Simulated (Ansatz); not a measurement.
# MgNaH (triplet): the correlation ladder, def2-QZVPP

The task here is to estimate one member of a computed series from the others.

Computed with Ansatz 0.2.0, Gaussian basis. Level: def2-QZVPP, core rule «outside noble gas», up to 10 orbitals frozen.

The runs, in order: UHF; ROHF; CCSD(T) on UHF.

2 further runs of the same task are left out: 2 set aside as unsound or not needed.

**What is computed**

The geometry is a PBE0/def2-TZVP stationary point (not a proven minimum).

3 atoms, charge 0, spin multiplicity 3.

Atoms are counted from 1 here; the program's logs count them from 0.

Bond lengths: Na1–H3 2.303 Å, Mg2–H3 1.787 Å. Angles: Na1–H3–Mg2 102.6°.

Coordinates:

```
Na    0.0000   -0.0172    1.6551
Mg    0.0000   -0.0345   -1.5537
H     0.0000    1.2239   -0.2847
```

The first run:

Input file in.yaml:

```yaml
crystal:
  periodic: [false, false, false]
  atoms:
    - {symbol: Na, position_ang: [0.000000, -0.017203, 1.655080]}
    - {symbol: Mg, position_ang: [0.000000, -0.034486, -1.553710]}
    - {symbol: H, position_ang: [0.000000, 1.223936, -0.284730]}
basis:
  gaussian: {orbitals: "def2-QZVPP.json"}
magnetization: {spin_polarized: true, initial_magnetization: 2}
hamiltonian: {xc: hf}
output: {orbitals: {seedname: orbitals}}
```

On the command line:

```sh
$ ansatz run in.yaml --threads 1 --pin off --events-out ev --progress --plain --max-ram 2393MiB
```

Among the steps run: UHF; ROHF; CCSD(T) on UHF.

One table of the session follows, with a row left open; its other results are not shown here.

```
  method  from UCCSD(T) (meV)
    ROHF              +1360.1
     UHF                    ?
    UMP2               +335.7
   UCCSD                +28.4
UCCSD(T)                    0
```

Q: Estimate the row for UHF from the others.

**Answer.** from UCCSD(T) (meV): +1341.2. In the column «from UCCSD(T) (meV)» it lies between UMP2 (+335.7) and ROHF (+1360.1).
